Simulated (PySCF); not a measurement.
Species: C3H6NS (doublet state).
Z-matrix (Å and degrees, GFN2-xTB geometry), rows numbered from 1:
```
C 
C   1  1.5284
C   2  1.4910  1  110.95
N   3  1.2618  2  121.63  1  -114.97
S   3  1.7363  2  118.82  1    64.67
H   1  1.0866  2  109.99  3  -179.16
H   1  1.0874  2  110.31  3    60.94
H   1  1.0880  2  110.53  3   -59.22
H   2  1.0909  1  110.47  3  -119.95
H   2  1.0926  1  109.43  3   119.91
H   4  1.0142  3  118.28  2   179.47
```

As a line formula: `C(C([NH])=S)C` [radical].

Method: UKS B3LYP, pcH-1 on C H N S, non-relativistic, mean-field spin-orbit, GIAO in PySCF. Isolated species at its GFN2-xTB geometry (one conformer only). The geometry wasn't refined by DFT: couplings that depend on bond lengths, twists or pyramidal angles can differ widely from those at the functional's own minimum, by a factor of two or more for some ions and for spin on atoms past the first row.

Output of the driver script. Atoms in this output count from 0.

```
UKS, coarse grid
  cycle   1  E = -570.79994560  |g| = 3.29e-01
  cycle   2  E = -570.64264279  |g| = 6.46e-01
  cycle   3  E = -570.81845481  |g| = 2.27e-01
  cycle   4  E = -570.84646856  |g| = 3.46e-02
  cycle   5  E = -570.84698726  |g| = 1.34e-02
  cycle   6  E = -570.84707770  |g| = 6.18e-03
  cycle   7  E = -570.84709740  |g| = 4.53e-03
  cycle   8  E = -570.84710910  |g| = 2.42e-03
  cycle   9  E = -570.84711585  |g| = 9.23e-04
UKS, final grid
  cycle   1  E = -570.84715429  |g| = 2.15e-03
  cycle   2  E = -570.84713593  |g| = 6.53e-03
  cycle   3  E = -570.84715711  |g| = 3.19e-04
  cycle   4  E = -570.84715722  |g| = 2.16e-04
  cycle   5  E = -570.84715751  |g| = 1.14e-04
  cycle   6  E = -570.84715765  |g| = 8.79e-05
  cycle   7  E = -570.84715783  |g| = 7.38e-05
  cycle   8  E = -570.84715815  |g| = 3.99e-05
  cycle   9  E = -570.84715822  |g| = 1.77e-05
  cycle  10  E = -570.84715822  |g| = 9.31e-06
E = -570.84715822 Eh   <S^2> = 0.7535 (exact 0.7500)
g shifts (ppm)      1          2          3
  rmc          -235       -235       -235
  gc              4         64         34
  oz_so       -2140      13323     250376
  total       -2243      13154     250323
hyperfine (MHz)  atom isotope    a_iso     a_fc   dipolar eigenvalues
    0   13C       2.60       2.60     -0.88     -0.53      1.41
    1   13C      -3.31      -3.31     -1.36     -0.69      2.05
    2   13C     -19.38     -19.38     -6.18     -0.13      6.31
    3   14N       2.39       2.39    -10.46     -9.89     20.35
    4   33S      13.66      13.66    -81.20    -78.82    160.02
    5    1H       0.38       0.38     -1.17     -0.76      1.93
    6    1H      -0.13      -0.13     -1.44     -0.98      2.42
    7    1H       0.94       0.94     -3.56     -2.11      5.67
    8    1H       7.55       7.55     -2.27     -0.24      2.50
    9    1H       1.92       1.92     -2.66     -1.78      4.44
   10    1H      21.72      21.72    -14.26     -3.71     17.97
```

Q: Can this result be taken as it stands? Point to the evidence in the output.

A: No. The largest g shift is +0.250, past the limit of 0.03 at which the run flags a species of elements up to argon. The orbital-Zeeman/spin–orbit term is second order, a sum of spin–orbit matrix elements over excitation energies, so it grows and becomes less reliable as an excited state comes close; a shift this large should be checked with a method that treats spin–orbit coupling variationally or among several states. The contact and dipolar couplings don't rest on that expansion, but they belong to the state that the SCF found, and a close-lying state with the spin in another orbital would have other couplings; no stability test was run. The run left out the spin–orbit part of the hyperfine coupling.

Q: Where is the spin in this solution (atoms counted from 1)?

A: Largest spin populations (Mulliken): S5 (+0.86) and N4 (+0.18). The unrestricted determinant has ⟨S²⟩ = 0.7535 (exact 0.7500), so spin contamination is small. N4, the radical centre as drawn in `CCC([NH])=S`, holds a spin population of +0.18 out of 1.

Q: Average a_iso over equivalent nuclei, turn it into first-order splittings with g = 2.0023, and give the multiplets for abundant isotopes (0.05 mT or more).

A: 
```tsv
nuclei (from 1)	isotope	I	position	a_iso (MHz)	|a| (mT)	splits into
H11	1H	1/2	3 bonds from S5, on N4 of spin population +0.18	21.7	0.77	1:1 doublet
H9/H10	1H	1/2	3 bonds from S5	4.7	0.17	1:2:1 triplet
N4	14N	1	2 bonds from S5	2.4	0.09	1:1:1 triplet
```

Class means assume fast exchange of nuclei equivalent by connectivity; if that motion is slow, each nucleus keeps its own coupling. The 1H value of +4.7 MHz is a mean of couplings from 1.9 to 7.6 MHz in this one geometry, not an average over conformers.

On an Intel Xeon Platinum 8259CL at 2.50 GHz with one thread (shared host), this took 66 s wall (grids of density and orbitals included) and 0.68 GiB of memory at its peak.
